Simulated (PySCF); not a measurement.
# Cost of excited-state runs on `[cH-]1cccn1`, [C4H4N]-, charge -1

Atoms are numbered as in `[cH:1]1[cH:2][cH-:3][n:4][cH:5]1` (H(Xn): hydrogen on atom n).

PySCF with density fitting, on 1 thread of an Arm Neoverse V2, shared host. Command: `OMP_NUM_THREADS=1 python excited_run.py task.json out`

(1) How long does each of these runs take, and how much memory?
- first hyperpolarisability, CAM-B3LYP/aug-cc-pVTZ; writes grids
- excited states, CAM-B3LYP/def2-TZVPD; Tamm-Dancoff; spin-orbit couplings; 6 states; 5 triplets; quadratic response for 4 states; writes grids
- excited states, CAM-B3LYP/aug-cc-pVTZ; two-photon moments; 8 states; quadratic response for 6 states; 0 triplets

Answers

(1) 
| run | level | basis functions | wall time | peak memory (GiB) |
| --- | --- | --- | --- | --- |
| first hyperpolarisability | CAM-B3LYP/aug-cc-pVTZ | 322 | 36 s | 1 |
| excited states | CAM-B3LYP/def2-TZVPD | 221 | 21 s | 0.8 |
| excited states | CAM-B3LYP/aug-cc-pVTZ | 322 | 42 s | 1.1 |

Times from a shared host are rough.
